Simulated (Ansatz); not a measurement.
C4H9N, SMILES CC(C)C=N, a single point in a Gaussian basis

Run with the Ansatz DFT code, driven from Python.

Contents of `c4h9n.xyz`:
```text
14

C    -1.28140    0.17190    0.53320
C     0.18830    0.19480    0.45070
C     0.69980   -1.21200    0.24320
C     0.76260    1.12630   -0.64600
N     0.42150    0.95230   -1.91430
H    -1.70160    1.25720    0.63120
H    -1.75500   -0.19840   -0.38090
H    -1.64740   -0.35080    1.36930
H     0.59230    0.61170    1.43640
H     1.82750   -1.20330    0.20390
H     0.33220   -1.67350   -0.63600
H     0.47600   -1.84600    1.11820
H     1.26960    1.99360   -0.34970
H    -0.19730    0.14700   -2.03030
```

`energy_c4h9n.py`
```python
"""Single point of C4H9N in a Gaussian basis."""

from pathlib import Path

import ansatz as az
import numpy as np
import pandas as pd

c4h9n = az.Crystal.molecule_from_extxyz("c4h9n.xyz")

job = (
    c4h9n.calculation()
    .basis(gaussian="6-31G*")  # atom-centred Gaussian functions
    .functional("pbe0")
    .forces()
    .orbitals()
)
out = job.run(threads=1, pin="off", runs_dir="runs")
summary = out.report

print("reference energy %16.6f eV" % summary["reference_energy_ev"])
print("total energy     %16.6f eV" % summary["free_energy_ev"])
print("occupied orbitals outside the frozen core (up, down):", summary["n_occupied"], " frozen:", summary["n_frozen"], " virtual:", summary["n_virtual"])

state = summary["mean_field"]["state"]
print(f"mean field: {state['energy']['hartree']:.7f} Ha, <S^2> = {abs(state['spin_squared']):.4f}, stability: {state.get('stability', {}).get('kind')}")

symbols = [site.symbol for site in c4h9n.cartesian_sites]
forces = np.array(summary["forces_ev_ang"])
print("largest force", round(float(np.linalg.norm(forces, axis=1).max()), 4), "eV/A, rms", round(float(np.sqrt((forces ** 2).mean())), 4))

charges = summary["charge_distribution"]
table = pd.DataFrame({"atom": symbols, "mulliken": charges["mulliken_charges_e"], "lowdin": charges["lowdin_charges_e"]})
print(table.round(3).to_string())
print("dipole (e A):", np.round(charges["dipole_moment_e_ang"], 4) + 0.0)

lines = Path(summary["orbitals_path"]).read_text().splitlines()
field_of = lambda key: [line.split("=")[1].strip() for line in lines if line.startswith(key)]
orbitals = [(27.211386 * float(e), s, float(n)) for e, s, n in zip(field_of("Ene="), field_of("Spin="), field_of("Occup="))]
homo = max(e for e, _, n in orbitals if n > 0.5)
lumo = min(e for e, _, n in orbitals if n < 0.5)
for e, spin, n in sorted(orbitals):
    if homo - 15 < e < lumo + 5:
        print(f"{spin:6s} {e:10.3f} eV  occupation {n:.0f}")
```

Output of `python energy_c4h9n.py`:
```text
reference energy     -5776.753284 eV
total energy         -5776.753284 eV
occupied orbitals outside the frozen core (up, down): [20, 20]  frozen: 0  virtual: [73, 73]
mean field: -212.2917676 Ha, <S^2> = 0.0000, stability: minimum
largest force 5.7396 eV/A, rms 1.4863
   atom  mulliken  lowdin
0     C    -0.502  -0.327
1     C    -0.204  -0.241
2     C    -0.510  -0.327
3     C     0.053  -0.108
4     N    -0.541  -0.225
5     H     0.160   0.127
6     H     0.169   0.124
7     H     0.193   0.130
8     H     0.156   0.130
9     H     0.173   0.129
10    H     0.180   0.125
11    H     0.176   0.128
12    H     0.189   0.130
13    H     0.309   0.205
dipole (e A): [-0.1122 -0.2228  0.4581]
Alpha     -19.411 eV  occupation 2
Alpha     -18.060 eV  occupation 2
Alpha     -15.696 eV  occupation 2
Alpha     -13.620 eV  occupation 2
Alpha     -12.883 eV  occupation 2
Alpha     -12.030 eV  occupation 2
Alpha     -11.822 eV  occupation 2
Alpha     -11.256 eV  occupation 2
Alpha     -10.259 eV  occupation 2
Alpha      -9.643 eV  occupation 2
Alpha      -9.364 eV  occupation 2
Alpha      -8.322 eV  occupation 2
Alpha      -7.151 eV  occupation 2
Alpha      -0.212 eV  occupation 0
Alpha       2.410 eV  occupation 0
Alpha       2.883 eV  occupation 0
Alpha       3.543 eV  occupation 0
Alpha       4.427 eV  occupation 0
Alpha       4.765 eV  occupation 0
```

Caveats:
- Total energies depend on the basis set; only differences at equal settings carry meaning.
- The geometry is a force-field or estimated start, not a minimum of this method, and the basis set is short of its limit.
- The Löwdin charges here are taken after orthogonalising the functions within each atom; they differ from plain Löwdin charges, and their signs can be unphysical.
- Alpha marks a spatial orbital of a restricted run, filled by both spins.
- Levels such as HOMO and LUMO are orbital energies: with these approximate functionals they aren't the ionisation energy and electron affinity, and their gap isn't the fundamental gap.
- It ran for 4.5 s on 1 thread of AMD EPYC 7B13 (Zen 3), on a shared host, peak memory 0.3 GiB.
